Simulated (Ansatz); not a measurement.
Write a Python script for Ansatz 0.2.0, Python API that makes an active-space calculation of H₂S₂, SMILES SS. Settings (for the species named): Hartree-Fock, def2-SVP basis, multiplicity 1.

```yaml
atoms:
  - { symbol: S, position_ang: [0.8486, -0.8313, 0.1849] }
  - { symbol: S, position_ang: [0.0726, 1.1242, 0.0275] }
  - { symbol: H, position_ang: [-0.2432, -1.3571, 0.8312] }
  - { symbol: H, position_ang: [-0.6225, 1.0039, -1.0639] }
```

The script, `cas_h2s2.py`:
```python
# -*- coding: utf-8 -*-
import ansatz as az

BASIS_SET = 'def2-SVP'

GEOMETRY = '''
S     0.84860   -0.83130    0.18490
S     0.07260    1.12420    0.02750
H    -0.24320   -1.35710    0.83120
H    -0.62250    1.00390   -1.06390
'''


def main():
    molecule = az.Crystal.molecule()
    for line in GEOMETRY.strip().splitlines():
        symbol, *xyz = line.split()
        molecule = molecule.atom(symbol, [float(v) for v in xyz])

    base = molecule.calculation()
    base = base.basis(gaussian=BASIS_SET)
    base = base.correlation(active_electrons=6, active_orbitals=6)
    for method in [None, 'sc_nevpt2', 'fic_mrcisd_q']:
        report = (base if method is None else base.correlation(method)).run(threads=1).report
        space = report['configurations']
        state = space['states'][0]
        print(method or 'casscf', f'total {report["free_energy_ev"] / 27.211386246:.6f} Ha, active-space state {state["energy"]["hartree"]:.6f} Ha, mean field {report["reference_energy_ev"] / 27.211386246:.6f} Ha')
        print('  determinants', state['n_determinants'], ' natural occupations', [round(n, 3) for n in space['natural_occupations']])


if __name__ == '__main__':
    main()
```

```console
$ python cas_h2s2.py
casscf total -796.012013 Ha, active-space state -796.012013 Ha, mean field -795.963748 Ha
  determinants 400  natural occupations [1.981, 1.975, 1.967, 0.033, 0.025, 0.019]
sc_nevpt2 total -796.224290 Ha, active-space state -796.011962 Ha, mean field -795.963748 Ha
  determinants 400  natural occupations [1.981, 1.975, 1.966, 0.033, 0.025, 0.019]
fic_mrcisd_q total -796.270040 Ha, active-space state -796.011962 Ha, mean field -795.963748 Ha
  determinants 400  natural occupations [1.981, 1.975, 1.966, 0.033, 0.025, 0.019]
```

Total energies depend on the basis set; only differences at equal settings carry meaning. The geometry is a force-field or estimated start, not a minimum of this method, and the basis set is short of its limit. The active space starts as a window about the frontier orbitals and is then optimised, not chosen by chemistry. Timing: 4.7 s on 1 thread of Arm Neoverse V2, with other jobs on the host, peak memory 0.18 GiB.
